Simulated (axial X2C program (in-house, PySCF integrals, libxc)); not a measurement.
**SiP⁻ along the bond: PBEsol, with spin–orbit coupling**

Calculated with an in-house relativistic program for diatomic molecules. Two-component (2c) means X2C with spin–orbit coupling and atomic mean-field two-electron Coulomb and Gaunt terms. Basis: P dyall-av3z [9s8p3d2f], Si dyall-av3z [9s8p3d2f] (cores contracted in-house); Gaussian nuclei, density fitting, unrestricted open shells. Masses: P 30.974 u, Si 27.977 u.

State: Ω = 0 (closed shell). Dipoles are positive if Si is the positive end and refer to the centre of mass.

```json
{"R (Å)": "1.749", "μ (D)": "-0.247", "HOMO (eV)": "0.09", "LUMO (eV)": "2.92"}
{"R (Å)": "1.829", "μ (D)": "-0.099", "HOMO (eV)": "-0.02", "LUMO (eV)": "2.91"}
{"R (Å)": "1.889", "μ (D)": "0.012", "HOMO (eV)": "-0.10", "LUMO (eV)": "2.83"}
{"R (Å)": "1.950", "μ (D)": "0.121", "HOMO (eV)": "-0.17", "LUMO (eV)": "2.74"}
{"R (Å)": "2.010", "μ (D)": "0.228", "HOMO (eV)": "-0.22", "LUMO (eV)": "2.63"}
{"R (Å)": "2.080", "μ (D)": "0.349", "HOMO (eV)": "-0.23", "LUMO (eV)": "2.50"}
{"R (Å)": "2.151", "μ (D)": "0.465", "HOMO (eV)": "-0.17", "LUMO (eV)": "2.36"}
{"R (Å)": "2.241", "μ (D)": "0.606", "HOMO (eV)": "-0.10", "LUMO (eV)": "2.18"}
{"R (Å)": "2.352", "μ (D)": "0.765", "HOMO (eV)": "-0.04", "LUMO (eV)": "1.97"}
{"R (Å)": "2.513", "μ (D)": "0.968", "HOMO (eV)": "0.03", "LUMO (eV)": "1.69"}
```

Q: The minimum lies at 2.026 Å. What is the dipole moment there?

A: At PBEsol, 2c, with the sign and origin stated: μ = 0.26 D.

The state is a single determinant with fixed occupations, the lowest that a limited PBE0 search found. The closed shell is kept restricted, so the energy runs too high when the bond is stretched far. The highest occupied level of some functionals is positive through self-interaction error; at Hartree–Fock it is bound. The LUMO of an anion is an unbound level whose energy the basis sets.
